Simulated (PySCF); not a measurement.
# A gas-phase reaction: ClH3SSi + ClH → Cl2H2Si + H2S

What reaction energy should one expect for `S[SiH2]Cl` + `Cl` → `Cl[SiH2]Cl` + `S`?

Computed with PySCF 2.14.0; each step states its level. No surroundings beyond the atoms listed, unless a continuum is named. Atoms count from 0, parts from 1.

## 1. Starting point

Each species was relaxed by itself at PBE0-D3(BJ)/def2-SVPD.

## 2. Reaction energy: wB97M-D3(BJ)/def2-TZVPD

What the job is given:

```
{"job": {"kind": "react", "xc": "wB97M-D3(BJ)", "basis": "def2-TZVPD"}, "charge": 0, "multiplicity": 1}
-1 ClH3SSi charge 0 multiplicity 1
S      1.258000    -0.224300     1.141990
Si    -0.408980     0.131100    -0.146220
Cl     0.033420     1.484560    -1.663120
H      1.955320    -0.936580     0.227480
H     -0.847100    -1.120180    -0.814220
H     -1.460680     0.728220     0.713210

-1 ClH charge 0 multiplicity 1
Cl     0.644670    -0.003480    -0.006770
H     -0.643450     0.005050     0.007060

+1 Cl2H2Si charge 0 multiplicity 1
Cl     1.194700    -1.152280     1.048990
Si    -0.033930    -0.044220    -0.187140
Cl    -0.935310     1.460520     0.903250
H      0.802500     0.579440    -1.238020
H     -1.092390    -0.937120    -0.711660

+1 H2S charge 0 multiplicity 1
S     -0.007900     0.615440    -0.007820
H     -0.980800    -0.320310     0.008680
H      0.968970    -0.316270     0.001900
```

Level: wB97M-D3(BJ)/def2-TZVPD reaction energy of separated species, gas phase.

Run with:

```sh
> OMP_NUM_THREADS=1 python cluster_run.py task.json out
```

The driver reads the jobs from task.json and runs them one after another.

Log:

```text
species 1 (ClH3SSi)
coarse grid: 26464 points
cycle   1  E = -1149.8925435497  dE =  5.686e-02  |g| = 3.613e-01  |ddm| = 1.804e+00
cycle   2  E = -1149.9157572086  dE = -2.321e-02  |g| = 2.885e-01  |ddm| = 5.549e-01
cycle   3  E = -1149.9359491371  dE = -2.019e-02  |g| = 2.360e-02  |ddm| = 2.484e-01
cycle   4  E = -1149.9361355763  dE = -1.864e-04  |g| = 6.850e-03  |ddm| = 3.163e-02
cycle   5  E = -1149.9361633133  dE = -2.774e-05  |g| = 2.534e-03  |ddm| = 1.406e-02
cycle   6  E = -1149.9361662168  dE = -2.903e-06  |g| = 5.880e-04  |ddm| = 3.777e-03
final grid: 51536 points
cycle   7  E = -1149.9361434984  dE = -2.359e-07  |g| = 3.298e-04  |ddm| = 2.302e-03
cycle   8  E = -1149.9361435349  dE = -3.649e-08  |g| = 2.005e-04  |ddm| = 5.778e-04
cycle   9  E = -1149.9361435466  dE = -1.166e-08  |g| = 4.407e-05  |ddm| = 1.899e-04
cycle  10  E = -1149.9361435488  dE = -2.183e-09  |g| = 1.635e-05  |ddm| = 1.440e-04
cycle  11  E = -1149.9361435489  dE = -1.178e-10  |g| = 3.141e-06  |ddm| = 2.625e-05
converged SCF energy = -1149.9361435489

species 2 (ClH)
coarse grid: 8792 points
cycle   1  E = -460.8503330165  dE = -8.165e-02  |g| = 2.169e-01  |ddm| = 7.239e-01
cycle   2  E = -460.8625126355  dE = -1.218e-02  |g| = 1.397e-01  |ddm| = 2.651e-01
cycle   3  E = -460.8670521085  dE = -4.539e-03  |g| = 1.358e-02  |ddm| = 9.818e-02
cycle   4  E = -460.8670931918  dE = -4.108e-05  |g| = 3.364e-03  |ddm| = 9.545e-03
cycle   5  E = -460.8670994403  dE = -6.249e-06  |g| = 8.516e-04  |ddm| = 3.915e-03
final grid: 17120 points
cycle   6  E = -460.8670681632  dE = -3.715e-07  |g| = 3.676e-04  |ddm| = 8.891e-04
cycle   7  E = -460.8670682095  dE = -4.627e-08  |g| = 1.618e-04  |ddm| = 3.981e-04
cycle   8  E = -460.8670682161  dE = -6.573e-09  |g| = 4.221e-05  |ddm| = 1.295e-04
cycle   9  E = -460.8670682174  dE = -1.312e-09  |g| = 3.973e-06  |ddm| = 6.531e-05
cycle  10  E = -460.8670682174  dE = -3.865e-12  |g| = 8.165e-07  |ddm| = 3.312e-06
converged SCF energy = -460.8670682174

species 3 (Cl2H2Si)
coarse grid: 23992 points
cycle   1  E = -1211.3220150560  dE =  1.086e-01  |g| = 3.847e-01  |ddm| = 1.637e+00
cycle   2  E = -1211.3422731691  dE = -2.026e-02  |g| = 3.325e-01  |ddm| = 6.029e-01
cycle   3  E = -1211.3684596783  dE = -2.619e-02  |g| = 1.906e-02  |ddm| = 2.649e-01
cycle   4  E = -1211.3685734265  dE = -1.137e-04  |g| = 4.857e-03  |ddm| = 2.739e-02
cycle   5  E = -1211.3685883533  dE = -1.493e-05  |g| = 1.245e-03  |ddm| = 1.215e-02
cycle   6  E = -1211.3685890439  dE = -6.906e-07  |g| = 3.568e-04  |ddm| = 1.757e-03
final grid: 46168 points
cycle   7  E = -1211.3684824938  dE = -1.013e-07  |g| = 1.782e-04  |ddm| = 1.249e-03
cycle   8  E = -1211.3684825058  dE = -1.205e-08  |g| = 1.040e-04  |ddm| = 2.699e-04
cycle   9  E = -1211.3684825091  dE = -3.276e-09  |g| = 2.679e-05  |ddm| = 8.837e-05
cycle  10  E = -1211.3684825098  dE = -6.507e-10  |g| = 1.048e-05  |ddm| = 6.840e-05
converged SCF energy = -1211.3684825098

species 4 (H2S)
coarse grid: 11264 points
cycle   1  E = -399.4336011155  dE = -1.424e-01  |g| = 1.945e-01  |ddm| = 1.016e+00
cycle   2  E = -399.4459452221  dE = -1.234e-02  |g| = 1.106e-01  |ddm| = 2.399e-01
cycle   3  E = -399.4491446079  dE = -3.199e-03  |g| = 1.578e-02  |ddm| = 9.278e-02
cycle   4  E = -399.4492189497  dE = -7.434e-05  |g| = 4.851e-03  |ddm| = 1.790e-02
cycle   5  E = -399.4492311869  dE = -1.224e-05  |g| = 9.336e-04  |ddm| = 7.536e-03
cycle   6  E = -399.4492319181  dE = -7.312e-07  |g| = 1.776e-04  |ddm| = 2.124e-03
final grid: 22496 points
cycle   7  E = -399.4492195730  dE = -2.325e-08  |g| = 1.134e-04  |ddm| = 6.070e-04
cycle   8  E = -399.4492195760  dE = -2.976e-09  |g| = 6.804e-05  |ddm| = 1.498e-04
cycle   9  E = -399.4492195767  dE = -7.647e-10  |g| = 8.737e-06  |ddm| = 5.991e-05
converged SCF energy = -399.4492195767

Reaction energy = -8.782 kcal/mol
```

Wall time 11 s (1 thread of Arm Neoverse V2, shared host); peak memory 0.61 GiB.

Species by species (with the dispersion term, which the log's SCF energies lack):

| ν | species | energy (Eh) | HOMO (eV) |
| --- | --- | --- | --- |
| -1 | S[SiH2]Cl | -1149.94266 | -10.22 |
| -1 | Cl | -460.86761 | -11.93 |
| +1 | Cl[SiH2]Cl | -1211.37371 | -11.47 |
| +1 | S | -399.45056 | -9.89 |

## 3. Energies of the species: PBE0-D3(BJ)/def2-TZVPD

The job, as its differences from that of step 2:

```diff
@@ -1,2 +1,2 @@
-{"job": {"kind": "react", "xc": "wB97M-D3(BJ)", "basis": "def2-TZVPD"}, "charge": 0, "multiplicity": 1}
+{"job": {"kind": "react", "xc": "PBE0", "basis": "def2-TZVPD", "disp": "d3bj"}, "charge": 0, "multiplicity": 1}
 -1 ClH3SSi charge 0 multiplicity 1
```

Level: PBE0-D3(BJ)/def2-TZVPD reaction energy of separated species, gas phase.

Log:

```text
species 1 (ClH3SSi)
coarse grid: 6736 points
cycle   1  E = -1149.3637276599  dE =  6.997e-02  |g| = 2.905e-01  |ddm| = 1.807e+00
cycle   2  E = -1149.3581731529  dE =  5.555e-03  |g| = 3.314e-01  |ddm| = 5.592e-01
cycle   3  E = -1149.3868071515  dE = -2.863e-02  |g| = 3.691e-02  |ddm| = 2.995e-01
cycle   4  E = -1149.3870739512  dE = -2.668e-04  |g| = 1.398e-02  |ddm| = 3.293e-02
cycle   5  E = -1149.3871288359  dE = -5.488e-05  |g| = 2.581e-03  |ddm| = 1.301e-02
cycle   6  E = -1149.3871304404  dE = -1.605e-06  |g| = 8.138e-04  |ddm| = 2.642e-03
final grid: 51536 points
cycle   7  E = -1149.3884313929  dE = -1.421e-05  |g| = 5.281e-03  |ddm| = 2.701e-02
cycle   8  E = -1149.3884305986  dE =  7.942e-07  |g| = 4.837e-03  |ddm| = 8.381e-03
cycle   9  E = -1149.3884356388  dE = -5.040e-06  |g| = 4.965e-04  |ddm| = 4.885e-03
cycle  10  E = -1149.3884357203  dE = -8.152e-08  |g| = 8.306e-05  |ddm| = 4.931e-04
cycle  11  E = -1149.3884357222  dE = -1.859e-09  |g| = 2.644e-05  |ddm| = 7.967e-05
cycle  12  E = -1149.3884357223  dE = -1.769e-10  |g| = 9.060e-06  |ddm| = 2.575e-05
converged SCF energy = -1149.3884357223

species 2 (ClH)
coarse grid: 2248 points
cycle   1  E = -460.6537836917  dE = -4.644e-02  |g| = 1.882e-01  |ddm| = 7.411e-01
cycle   2  E = -460.6558523968  dE = -2.069e-03  |g| = 1.902e-01  |ddm| = 3.151e-01
cycle   3  E = -460.6653813843  dE = -9.529e-03  |g| = 1.506e-02  |ddm| = 1.513e-01
cycle   4  E = -460.6654034415  dE = -2.206e-05  |g| = 2.693e-03  |ddm| = 7.323e-03
cycle   5  E = -460.6654049894  dE = -1.548e-06  |g| = 1.111e-03  |ddm| = 2.553e-03
final grid: 17120 points
cycle   6  E = -460.6658902792  dE = -4.429e-06  |g| = 2.164e-03  |ddm| = 7.337e-03
cycle   7  E = -460.6658903087  dE = -2.949e-08  |g| = 1.795e-03  |ddm| = 2.512e-03
cycle   8  E = -460.6658909264  dE = -6.177e-07  |g| = 1.533e-04  |ddm| = 1.363e-03
cycle   9  E = -460.6658909333  dE = -6.900e-09  |g| = 2.147e-05  |ddm| = 1.086e-04
cycle  10  E = -460.6658909334  dE = -1.021e-10  |g| = 4.934e-06  |ddm| = 1.681e-05
converged SCF energy = -460.6658909334

species 3 (Cl2H2Si)
coarse grid: 6112 points
cycle   1  E = -1210.7781530815  dE =  1.086e-01  |g| = 3.104e-01  |ddm| = 1.661e+00
cycle   2  E = -1210.7663614934  dE =  1.179e-02  |g| = 3.816e-01  |ddm| = 5.908e-01
cycle   3  E = -1210.8033355748  dE = -3.697e-02  |g| = 3.547e-02  |ddm| = 3.192e-01
cycle   4  E = -1210.8035616978  dE = -2.261e-04  |g| = 1.177e-02  |ddm| = 2.610e-02
cycle   5  E = -1210.8035944134  dE = -3.272e-05  |g| = 2.137e-03  |ddm| = 9.990e-03
cycle   6  E = -1210.8035953723  dE = -9.588e-07  |g| = 5.723e-04  |ddm| = 2.061e-03
final grid: 46168 points
cycle   7  E = -1210.8046461248  dE = -1.364e-05  |g| = 3.544e-03  |ddm| = 1.918e-02
cycle   8  E = -1210.8046461329  dE = -8.126e-09  |g| = 2.922e-03  |ddm| = 4.604e-03
cycle   9  E = -1210.8046476152  dE = -1.482e-06  |g| = 4.598e-04  |ddm| = 2.603e-03
cycle  10  E = -1210.8046476762  dE = -6.103e-08  |g| = 8.770e-05  |ddm| = 3.868e-04
cycle  11  E = -1210.8046476781  dE = -1.907e-09  |g| = 1.604e-05  |ddm| = 7.666e-05
cycle  12  E = -1210.8046476782  dE = -6.821e-11  |g| = 4.538e-06  |ddm| = 1.375e-05
converged SCF energy = -1210.8046476782

species 4 (H2S)
coarse grid: 2864 points
cycle   1  E = -399.2518631346  dE = -9.251e-02  |g| = 1.630e-01  |ddm| = 1.023e+00
cycle   2  E = -399.2538573204  dE = -1.994e-03  |g| = 1.600e-01  |ddm| = 2.978e-01
cycle   3  E = -399.2614717160  dE = -7.614e-03  |g| = 1.497e-02  |ddm| = 1.477e-01
cycle   4  E = -399.2614863280  dE = -1.461e-05  |g| = 1.103e-03  |ddm| = 5.881e-03
cycle   5  E = -399.2614867084  dE = -3.804e-07  |g| = 6.136e-04  |ddm| = 1.717e-03
final grid: 22496 points
cycle   6  E = -399.2625174723  dE = -7.084e-06  |g| = 4.896e-03  |ddm| = 1.692e-02
cycle   7  E = -399.2625181049  dE = -6.326e-07  |g| = 3.960e-03  |ddm| = 6.698e-03
cycle   8  E = -399.2625210370  dE = -2.932e-06  |g| = 2.911e-04  |ddm| = 3.504e-03
cycle   9  E = -399.2625210648  dE = -2.778e-08  |g| = 3.582e-05  |ddm| = 2.357e-04
cycle  10  E = -399.2625210651  dE = -3.593e-10  |g| = 6.382e-06  |ddm| = 2.919e-05
converged SCF energy = -399.2625210651

Reaction energy = -7.710 kcal/mol
```

Wall time 5.6 s (1 thread of Arm Neoverse V2, shared host); peak memory 0.59 GiB.

Reaction energy at this level: -7.71 kcal/mol.

## 4. Energies of the species: MP2/def2-TZVPD

The job, as its differences from that of step 3:

```diff
@@ -1,2 +1,2 @@
-{"job": {"kind": "react", "xc": "PBE0", "basis": "def2-TZVPD", "disp": "d3bj"}, "charge": 0, "multiplicity": 1}
+{"job": {"kind": "react", "xc": "MP2", "basis": "def2-TZVPD"}, "charge": 0, "multiplicity": 1}
 -1 ClH3SSi charge 0 multiplicity 1
```

Level: MP2/def2-TZVPD reaction energy of separated species, gas phase.

Log:

```text
species 1 (ClH3SSi)
final grid: 51536 points
cycle   1  E = -1147.7748520804  dE =  3.912e-02  |g| = 3.688e-01  |ddm| = 1.769e+00
cycle   2  E = -1147.8195721951  dE = -4.472e-02  |g| = 1.754e-01  |ddm| = 4.439e-01
cycle   3  E = -1147.8280991703  dE = -8.527e-03  |g| = 3.737e-02  |ddm| = 1.720e-01
cycle   4  E = -1147.8289089472  dE = -8.098e-04  |g| = 9.558e-03  |ddm| = 5.388e-02
cycle   5  E = -1147.8289735593  dE = -6.461e-05  |g| = 2.721e-03  |ddm| = 1.549e-02
cycle   6  E = -1147.8289798050  dE = -6.246e-06  |g| = 8.669e-04  |ddm| = 4.858e-03
cycle   7  E = -1147.8289804116  dE = -6.066e-07  |g| = 2.069e-04  |ddm| = 1.588e-03
cycle   8  E = -1147.8289804439  dE = -3.220e-08  |g| = 4.846e-05  |ddm| = 4.199e-04
cycle   9  E = -1147.8289804459  dE = -2.023e-09  |g| = 1.592e-05  |ddm| = 1.064e-04
cycle  10  E = -1147.8289804461  dE = -2.681e-10  |g| = 5.138e-06  |ddm| = 3.676e-05
converged SCF energy = -1147.8289804461

species 2 (ClH)
final grid: 17120 points
cycle   1  E = -460.0817348367  dE = -1.009e-01  |g| = 2.132e-01  |ddm| = 7.101e-01
cycle   2  E = -460.0969049877  dE = -1.517e-02  |g| = 8.401e-02  |ddm| = 2.053e-01
cycle   3  E = -460.0986383780  dE = -1.733e-03  |g| = 1.826e-02  |ddm| = 5.472e-02
cycle   4  E = -460.0988469454  dE = -2.086e-04  |g| = 6.315e-03  |ddm| = 1.638e-02
cycle   5  E = -460.0988769455  dE = -3.000e-05  |g| = 1.289e-03  |ddm| = 7.398e-03
cycle   6  E = -460.0988781616  dE = -1.216e-06  |g| = 2.808e-04  |ddm| = 1.659e-03
cycle   7  E = -460.0988782149  dE = -5.327e-08  |g| = 4.150e-05  |ddm| = 4.895e-04
cycle   8  E = -460.0988782156  dE = -7.332e-10  |g| = 7.806e-06  |ddm| = 6.177e-05
converged SCF energy = -460.0988782156

species 3 (Cl2H2Si)
final grid: 46168 points
cycle   1  E = -1209.1841405165  dE =  9.680e-02  |g| = 3.874e-01  |ddm| = 1.609e+00
cycle   2  E = -1209.2273623959  dE = -4.322e-02  |g| = 2.002e-01  |ddm| = 4.762e-01
cycle   3  E = -1209.2375739436  dE = -1.021e-02  |g| = 3.096e-02  |ddm| = 1.763e-01
cycle   4  E = -1209.2380727984  dE = -4.989e-04  |g| = 7.461e-03  |ddm| = 4.878e-02
cycle   5  E = -1209.2381066087  dE = -3.381e-05  |g| = 1.802e-03  |ddm| = 1.298e-02
cycle   6  E = -1209.2381092147  dE = -2.606e-06  |g| = 6.377e-04  |ddm| = 2.694e-03
cycle   7  E = -1209.2381095372  dE = -3.225e-07  |g| = 1.595e-04  |ddm| = 9.814e-04
cycle   8  E = -1209.2381095562  dE = -1.906e-08  |g| = 3.030e-05  |ddm| = 3.149e-04
cycle   9  E = -1209.2381095569  dE = -6.526e-10  |g| = 6.379e-06  |ddm| = 6.752e-05
converged SCF energy = -1209.2381095569

species 4 (H2S)
final grid: 22496 points
cycle   1  E = -398.6881058048  dE = -1.695e-01  |g| = 2.014e-01  |ddm| = 9.977e-01
cycle   2  E = -398.7050959439  dE = -1.699e-02  |g| = 7.023e-02  |ddm| = 1.849e-01
cycle   3  E = -398.7068535108  dE = -1.758e-03  |g| = 2.154e-02  |ddm| = 5.635e-02
cycle   4  E = -398.7071963155  dE = -3.428e-04  |g| = 6.311e-03  |ddm| = 2.471e-02
cycle   5  E = -398.7072257298  dE = -2.941e-05  |g| = 1.395e-03  |ddm| = 9.171e-03
cycle   6  E = -398.7072272114  dE = -1.482e-06  |g| = 3.129e-04  |ddm| = 2.398e-03
cycle   7  E = -398.7072272971  dE = -8.569e-08  |g| = 5.002e-05  |ddm| = 6.832e-04
cycle   8  E = -398.7072272993  dE = -2.252e-09  |g| = 1.186e-05  |ddm| = 9.128e-05
cycle   9  E = -398.7072272995  dE = -1.251e-10  |g| = 1.951e-06  |ddm| = 2.073e-05
converged SCF energy = -398.7072272995

Reaction energy = -8.745 kcal/mol
```

It took 2.8 s on 1 thread of Arm Neoverse V2, shared host; peak memory 0.41 GiB.

Reaction energy at this level: -8.74 kcal/mol.

## 5. Comparing the runs

Energies in kcal/mol, with wall time:

| run | reaction | time |
| --- | --- | --- |
| wB97M-D3(BJ)/def2-TZVPD | -8.78 | 11 s |
| PBE0-D3(BJ)/def2-TZVPD | -7.71 | 5.6 s |
| MP2/def2-TZVPD | -8.74 | 2.8 s |

## 6. Results

```
                                                quantity                    value
               reaction energy (wB97M-D3(BJ)/def2-TZVPD)           -8.78 kcal/mol
                     ΔH, ΔG at 298 K (xTB thermal terms)      -8.6, -8.5 kcal/mol
range of the reaction energy over the runs of this table  -8.78 to -7.71 kcal/mol
```

In words: The reaction is exothermic by 8.6 kcal/mol in the gas phase; dispersion gives +0.31, and xTB itself gave -12.85 for the electronic energy (xTB energies and thermal terms come from the earlier relaxation of each species, not shown). No barrier was sought. The reaction energy runs from -8.78 (wB97M-D3(BJ)/def2-TZVPD) to -7.71 kcal/mol (PBE0-D3(BJ)/def2-TZVPD).
